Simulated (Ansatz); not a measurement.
# BH₃NSi radical (SMILES B1N[SiH]1): functionals against CCSD(T) at one geometry

The task here is to estimate one member of a computed series from the others.

Program: Ansatz 0.2.0, Gaussian basis. Level of theory: single points in def2-TZVPP. These are calculated values, not measurements.

Cores are frozen in the correlated methods. Orbitals are unrestricted.

## Where the work starts

SMILES `B1N[SiH]1`, 6 atoms, charge 0, spin multiplicity 2.

Atoms are counted from 1 here; the program's logs count them from 0.

Bond lengths: B1–N2 1.334 Å, B1–Si3 2.056 Å, B1–H4 1.087 Å, N2–Si3 1.772 Å, N2–H5 1.253 Å, Si3–H6 1.404 Å. Angles: N2–B1–Si3 58.5°, N2–B1–H4 139.4°, Si3–B1–H4 157.8°, B1–N2–Si3 81.6°, B1–N2–H5 130.9°, Si3–N2–H5 147.5°, B1–Si3–N2 39.9°, B1–Si3–H6 128.8°, N2–Si3–H6 105.2°.

Geometry (Å):

```
atom    x (Å)    y (Å)    z (Å)
  B1  -0.9132  -0.3520  -0.3711
  N2   0.3058   0.1812  -0.4651
 Si3  -0.0374   0.6127   1.2194
  H4  -1.7123  -0.7032  -1.0192
  H5   1.1027   0.2427  -1.4300
  H6   1.1197   0.2616   1.9332
```

The first run:

run/in.yaml reads:

```yaml
crystal:
  periodic: [false, false, false]
  atoms:
    - {symbol: B, position_ang: [-0.913200, -0.352000, -0.371100]}
    - {symbol: N, position_ang: [0.305800, 0.181200, -0.465100]}
    - {symbol: Si, position_ang: [-0.037400, 0.612700, 1.219400]}
    - {symbol: H, position_ang: [-1.712300, -0.703200, -1.019200]}
    - {symbol: H, position_ang: [1.102700, 0.242700, -1.430000]}
    - {symbol: H, position_ang: [1.119700, 0.261600, 1.933200]}
basis:
  gaussian: {orbitals: def2-TZVPP}
magnetization: {spin_polarized: true, initial_magnetization: 1}
correlation: {method: ccsd_t}
scf: {omitted_lower_state_checks: [cluster_reference]}
output: {forces: true}
```

The command line of these runs was not kept.

Steps of the session up to this table: CCSD(T)/def2-TZVPP; PBE0-D4/def2-TZVPP; wB97M-V/def2-TZVPP; r2SCAN-D4/def2-TZVPP; PBE-D4/def2-TZVPP; wB97X-V/def2-TZVPP; CAM-B3LYP-D4/def2-TZVPP.

One table of the session follows, with a row left open; its other results are not shown here.

```
      method  RMS force component (eV/Å)  angle to CCSD(T) forces (°)  dipole (D)
     CCSD(T)                       2.275                    reference        1.53
     PBE0-D4                       2.243                          6.1        1.52
     wB97M-V                       2.241                          4.4        1.53
   r2SCAN-D4                       2.157                          5.6        1.49
      PBE-D4                       2.159                          5.4        1.46
     wB97X-V                           ?                            ?           ?
CAM-B3LYP-D4                       2.213                          6.8        1.50
```

Estimate the missing values for wB97X-V.

**Answer.** RMS force component (eV/Å): 2.363; angle to CCSD(T) forces (°): 3.8; dipole (D): 1.61. In the column «RMS force component (eV/Å)» it is the highest.
